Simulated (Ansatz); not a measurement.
`[CH3][Mg][Cl]` + H₂ → `[CH3][MgH]` + HCl at 700 K and 1 bar (hydrogenolysis of a Mg–Cl bond).

Computed with Ansatz on PBE0-D4/def2-TZVP structures; ΔE is electronic, products minus reactants. CCSD(T)/CBS is the MP2 limit (def2-TZVPP, def2-QZVPP) plus CCSD(T) − MP2 in def2-TZVPP, frozen cores. This one scheme is used for every species. For Mg outer-core shells are correlated without core-valence functions, which leaves a few kJ/mol of doubt a bond.

```
        species  CCSD(T)/CBS energy (Eh)  H − E (kJ/mol)  S (J/(mol·K))
`[CH3][Mg][Cl]`               -699.60606           143.8          360.5
             H₂                 -1.17544            46.8          155.3
   `[CH3][MgH]`               -240.32644           147.8          316.2
            HCl               -460.38127            38.4          211.8
```

H − E and S are ideal-gas, rigid-rotor, harmonic terms from PBE0-D4/def2-TZVP. The MP2-based limit puts H₂ 0.8 mEh under its directly extrapolated value; such offsets cancel only in part. 1 Eh = 2625.50 kJ/mol, R = 8.31446 J/(mol·K).

**Question.** By hand: ΔE, ΔH, ΔS and ΔG.

**Answer.** ΔE = (-240.32644) + (-460.38127) − (-699.60606) − (-1.17544) = 0.07379 Eh = 193.7 kJ/mol. Δ(H − E) = 147.8 + 38.4 − 143.8 − 46.8 = -4.4, so ΔH = 189.3 kJ/mol. ΔS = 316.2 + 211.8 − 360.5 − 155.3 = 12.2 J/(mol·K). ΔG = 189.3 − 700 × (12.2)/1000 = 180.8 kJ/mol.

**Question.** By hand: the equilibrium constant, and the temperature at which ΔG would vanish if ΔH and ΔS stayed fixed.

**Answer.** log₁₀ K = −ΔG/(RT ln 10) = -13.5. ΔG = 0 at ΔH/ΔS = 15516 K, far beyond where these terms or the molecules hold.

The number of gas molecules stays the same, so ΔS is small and ΔH decides. A doubt of 5 kJ/mol in ΔE shifts log₁₀ K by 0.4 here. These are equilibria of isolated gas molecules and say nothing of rates. Largest T1 diagnostic: 0.008 (customary marks: 0.02 for closed shells, 0.045 for open ones).
